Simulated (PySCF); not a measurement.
## Ionisation energy of S by level of theory

S [Ne] 3s2 3p4 (3P) → S⁺ [Ne] 3s2 3p3 (4S), as a difference of total energies. Calculation: PySCF 2.14, in cc-pVDZ-DK (4s3p1d, 18 functions); scalar relativity by spin-free X2C-1e. Correlated levels: valence: [Ne] frozen. The calculations carry no spin-orbit coupling.

| method | ionisation energy (eV) |
| --- | --- |
| UHF | 9.180 |
| r2SCAN | 10.320 |
| LDA | 10.470 |
| MP2 (valence) | 9.615 |
| SCS-MP2 (valence) | 9.644 |
| CCSD (valence) | 9.625 |
| CCSD(T) (valence) | 9.631 |

Errors of the correlated levels include the incompleteness of this basis and the frozen core.

**Question.** Which method comes closest to the reference value, and which is furthest?

**Answer.** The reference is 10.336 eV (measured; NIST levels, between the centres of gravity of the two terms). Closest: r2SCAN (error -0.016 eV); furthest: UHF (error -1.156 eV).
